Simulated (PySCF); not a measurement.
# C4H4F2: the cost of one run

Computed with PySCF 2.14.0, with density-fitted response routines of our own, on a single molecule in the gas phase. Atoms are numbered from 0 throughout.

### 1 The starting structure

10 atoms, charge 0, multiplicity 1; geometry from: PBE0-D3(BJ)/def2-SVP.

Bonds of the start (Å): F0–C1 1.37, C1–C2 1.47, C2–C3 1.29, C3–F4 1.30, C3–C5 1.47, C5–C2 1.54, C1–H6 1.11, C1–H7 1.11, C5–H8 1.10, C5–H9 1.10.

### 2 Core holes by ΔSCF: SCAN, X2C

What the job is given:

```
{"job": {"kind": "xps"}, "charge": 0, "multiplicity": 1}
F     -2.137170     1.194160     0.075833
C     -1.485976    -0.005274     0.019592
C     -0.026047     0.166949     0.000200
C      1.090969     0.811696    -0.011667
F      1.718039     1.955762    -0.005249
C      1.286164    -0.642182    -0.028626
H     -1.776055    -0.618147     0.893141
H     -1.807853    -0.550723    -0.887137
H      1.608078    -1.176167     0.882176
H      1.579453    -1.157458    -0.959594
```

Method: delta-SCF UKS SCAN, pcX-2 on the ionised atom, pcseg-1 elsewhere, spin-free X2C.

Started as:

```bash
$ OMP_NUM_THREADS=1 python probes_run.py task.json out
```

One launch serves the whole session: the jobs run in the order shown.

Q: Estimate the wall time and peak memory of this first job on 1 thread of Arm Neoverse V2, shared host.

About 31 s, with a peak of 0.45 GiB.
